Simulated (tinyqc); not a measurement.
Inside a calculation. Method: Hueckel theory of the pi electrons with the omega technique, for the molecule Oc1c[cH+]1 (SMILES; centres numbered as the heavy atoms are written). One step of it, computed by the program tinyqc.

Problem. Energy, charges, bond orders. E = sum n x; q_r = z_r - P_rr; bond order p = P_rs; free valence = sqrt(3) - sum of p over the bonds of the atom.

final x values: [2.815348, 1.898620, -0.593070, -0.720900]

occupations: [2.000000, 2.000000, 0.000000, 0.000000]

final P, order 1O, 2C, 3C, 4C:
$$\begin{pmatrix}
1.897359 & 0.367530 & -0.172725 & -0.172725 \\
0.367530 & 0.683970 & 0.618485 & 0.618485 \\
-0.172725 & 0.618485 & 0.709335 & 0.709335 \\
-0.172725 & 0.618485 & 0.709335 & 0.709335
\end{pmatrix}$$

Centres:
```
centre  z_r, pi electrons of the neutral centre         h
1O                                            2  2.000000
2C                                            1  0.000000
3C                                            1  0.000000
4C                                            1  0.000000
```

Bonds:
```
i  j         k
1  2  0.800000
2  3         1
3  4         1
4  2         1
```

Give: pi energy = 4 alpha + this times beta; pi charges; Bond orders and lengths from R = 1.517 - 0.180 p; free valence of the carbons; gap between the highest filled and the next level.

Solution.

pi energy = 4 alpha + this times beta = 9.4279

pi charges: 1O 0.1026, 2C 0.3160, 3C 0.2907, 4C 0.2907

Bond orders and lengths from R = 1.517 - 0.180 p (angstrom, C-C alone):
```
bond       p       R
1-2   0.3675       -
2-3   0.6185  1.4057
3-4   0.7093  1.3893
4-2   0.6185  1.4057
```

free valence of the carbons: 2C 0.1276, 3C 0.4042, 4C 0.4042

gap between the highest filled and the next level = 2.4917 |beta|
